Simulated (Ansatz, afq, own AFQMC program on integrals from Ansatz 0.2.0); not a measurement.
AlH₄, doublet: AFQMC among the cluster methods

```yaml
atoms:
  - { symbol: Al, position_ang: [-0.0599, 0.0001, -0.1328] }
  - { symbol: H, position_ang: [0.4487, 0.0018, 1.9858] }
  - { symbol: H, position_ang: [-0.3171, -0.0089, 1.9564] }
  - { symbol: H, position_ang: [0.7333, 1.3833, -0.1888] }
  - { symbol: H, position_ang: [0.7376, -1.3801, -0.1993] }
```

Basis 6-31G. Only valence electrons are correlated. AFQMC by an in-house program on the Cholesky factors that Ansatz 0.2.0 writes for its CCSD(T) run. ph-AFQMC/CISD is guided by a CISD state made of CCSD amplitudes; releasing the constraint for a short imaginary time cuts its bias at the price of noise, slowly where states lie close. Free projection: walkers drawn from exp(T), propagated without any constraint. Its projection time is finite, and what remains of the start isn't in its error. Uncertainties: one standard error, sampling alone.

Determinant: UHF, the one that the program's search chose, which needn't be the lowest solution. The geometry is a point of a scan.

Full CI on the same integrals is exact in this basis and with this determinant's frozen core.

Cautions: the ph-AFQMC/HF walk drifts between its halves (2.1 errors).

```
T1 diagnostic                               : 0.0114
weight of the determinant in the CISD state : 0.946
⟨S²⟩ of the determinant                     : 0.751
size of the correlated space                : 7 electrons in 16 orbitals
```

Reference: full CI, correlation energy -1.945 eV. The released energy is read at 2.40 1/Eh (meV from the phaseless value at times in 1/Eh: -0.7 ± 0.6 at 0.24, -0.6 ± 0.4 at 0.51, -0.7 ± 0.3 at 0.99, -0.9 ± 0.3 at 1.62, -0.4 ± 0.4 at 2.40).

| level | E − E(reference) (meV) | share of correlation (%) |
| --- | --- | --- |
| HF | 1945.0 | 0.00 |
| MP2 | 608.3 | 68.73 |
| CCSD | 26.9 | 98.62 |
| CCSD(T) | 9.2 | 99.53 |
| CCSDT | 0.4 | 99.98 |
| CCSDT(Q) | 0.1 | 99.99 |
| CCSDTQ | 0.0 | 100.00 |
| ph-AFQMC/HF | -8.7 ± 10.9 | 100.45 |
| ph-AFQMC/CISD | 1.3 ± 0.6 | 99.93 |
| released AFQMC | 0.9 ± 0.4 | 99.96 |
| free AFQMC | -0.7 ± 0.3 | 100.03 |

CCSDT and higher add their correlation energy to the determinant of the CCSD(T) run, since their own runs factorise the integrals more tightly (a shift of under 2 meV). Free projections are given only where their last times agree within the noise and don't stop above the reference; a slow remainder of the start can still hide under it. Released energies are given only where the last usable release times agree within the noise; a slower fall can still hide under it.
